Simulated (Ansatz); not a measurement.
Geometry optimisation, Ansatz, UKS PBE/def2-TZVP.

Input file:

```yaml
crystal:
  periodic: [false, false, false]
  atoms:
    - { symbol: H, position_ang: [-0.052072, 0.629497, -0.53479] }
    - { symbol: "N", position_ang: [0.189332, -1.247143, 0.799764] }
    - { symbol: C, position_ang: [-0.222866, 1.563349, -1.04689] }
    - { symbol: "N", position_ang: [-0.412779, 2.573437, -1.585521] }
    - { symbol: H, position_ang: [0.978701, -1.492538, 1.42665] }
    - { symbol: H, position_ang: [-0.480516, -2.026703, 0.940887] }
magnetization:
  spin_polarized: true
  initial_magnetization: 1
basis:
  gaussian: { orbitals: def2-TZVP }
hamiltonian:
  xc: pbe
relax:
  f_tol: 0.03
  max_steps: 50
output:
  orbitals: {}
```

Run as:

```bash
$ ansatz run input.yaml --threads 4 --pin off --max-ram 5120MiB --backend cpu --events-out ev --progress --plain --runs-dir out
```

Question: Where does it end, and by what steps?

Answer: The run converged. After 4 steps the energy has fallen by 0.017 eV; H1 moved furthest, 0.15 Å.

| step | energy less start (eV) | largest force component (eV/Å) | accepted |
| --- | --- | --- | --- |
| 0 | 0.0000 | 0.321 | yes |
| 1 | -0.0028 | 0.581 | yes |
| 2 | 0.0103 | 1.149 | no |
| 3 | -0.0156 | 0.324 | yes |
| 4 | -0.0171 | 0.012 | yes |

```xyz
6
Properties=species:S:1:pos:R:3
H -0.079 0.576 -0.396
N 0.175 -1.160 0.748
C -0.220 1.490 -0.976
N -0.372 2.463 -1.588
H 0.978 -1.417 1.350
H -0.483 -1.951 0.863
```

Whether the end is a true minimum wasn't checked by a vibrational analysis.

Run time: 7.2 s on 4 threads of Arm Neoverse N1, on a shared host, peak memory 0.17 GiB.
